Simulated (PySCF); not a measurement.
Methylaminoethane, C₃H₉N.
Geometry (PBE0-D3(BJ)/def2-SVP, Å), atoms numbered from 1 in this order:
```
atom  x, y, z in Å
C1    -1.7744   -0.4820   -0.3228
C2    -0.2631   -0.5548   -0.2255
N3     0.3028    0.7152    0.1604
C4     1.7376    0.7138    0.2739
H5    -2.0767    0.3075   -1.0268
H6    -2.1990   -1.4384   -0.6621
H7    -2.2248   -0.2496    0.6566
H8     0.0271   -1.3855    0.4606
H9     0.1562   -0.8285   -1.2108
H10   -0.1200    1.0305    1.0306
H11    2.0935    1.6991    0.6114
H12    2.1920    0.5264   -0.7136
H13    2.1488   -0.0535    0.9682
```

Method: PBE0-D3(BJ)/def2-SVP geometry optimisation, gas phase (PySCF 2.14.0).

Take the most abundant isotopes and a rigid rotor. The values belong to one conformer with, in the numbering `[CH3:1][CH2:2][NH:3][CH3:4]`, C1–C2–N3–C4 180°.

(1) Give the principal moments of inertia and the rotational constants in GHz.

(2) What kind of rotor is it?

(3) Is it planar, by Δ = Ic − Ia − Ib?

(4) Give the other two planar moments, Paa and Pbb, and the rms extents of the mass along the axes.

(5) List the rotational levels J(Ka,Kc) to J = 2 (K).

(6) Predict some low-J microwave lines.

Answers

(1) Ia = 19.15, Ib = 128.39, Ic = 136.96 u·Å²; 505379 MHz·u·Å²/I gives 26388, 3936 and 3690 MHz, that is A = 26.388, B = 3.9363, C = 3.6899 GHz.

(2) A near-prolate asymmetric top. Ray's parameter κ = (2B − A − C)/(A − C) = -0.978; −1 is the prolate and +1 the oblate limit.

(3) Not planar: Δ = Ic − Ia − Ib = -10.58 u·Å². For a rigid frame Δ = −2 Σ m c², so Σ m c² = 5.29 u·Å² lies off the ab plane: 5.22 from hydrogen and 0.07 from heavier atoms. The atom farthest from that plane is 0.96 Å away.

(4) Paa = Σ m a² = (Ib + Ic − Ia)/2 = 123.10 and Pbb = Σ m b² = (Ia + Ic − Ib)/2 = 13.86 u·Å². With the mass M = 59.07 u, the rms extents √(P/M) along a, b and c are 1.44, 0.48, 0.30 Å.

(5) Above 0(0,0), as E/k:
J = 1: 1(0,1) 0.366, 1(1,1) 1.444, 1(1,0) 1.455
J = 2: 2(0,2) 1.098, 2(1,2) 2.164, 2(1,1) 2.199, 2(2,1) 5.432, 2(2,0) 5.432
The levels of one J sum to (2J + 1)J(J + 1)(A + B + C)/3.

(6) The dipole components are |μa| = 0.05 D, |μb| = 0.14 D, |μc| = 0.83 D. The squared components, which scale the intensities, stand as 0.00 : 0.03 : 1.00 (a : b : c). Some lines, for components of 0.1 D or more:

```
type  branch         J(Ka,Kc)    MHz  lower level (cm⁻¹)
   c       Q  2(1,2) ← 2(0,2)  22207               0.763
   c       Q  1(1,1) ← 1(0,1)  22452               0.254
   b       Q  2(1,1) ← 2(0,2)  22946               0.763
   c       R  1(1,0) ← 0(0,0)  30324               0.000
   b       R  2(1,2) ← 1(0,1)  37458               0.254
   c       R  2(1,1) ← 1(0,1)  38197               0.254
   c       Q  2(2,1) ← 2(1,1)  67355               1.528
   b       Q  2(2,0) ← 2(1,1)  67357               1.528
   b       Q  2(2,1) ← 2(1,2)  68094               1.504
   b       R  2(2,1) ← 1(1,0)  82853               1.012
   c       R  2(2,0) ← 1(1,0)  82855               1.012
   c       R  2(2,1) ← 1(1,1)  83100               1.003
   b       R  2(2,0) ← 1(1,1)  83102               1.003
```

No frequency check. No vibrational averaging or centrifugal distortion is included, and the geometry carries the error of its method. A rigid rotor knows nothing of inversion at nitrogen or internal rotation, which can split or shift real lines. Quadrupole hyperfine structure (14N) is left out.

Cost: about 18 s of CPU time on one thread; the machine was shared, so the figure is rough. That covers the optimisation of the geometry.
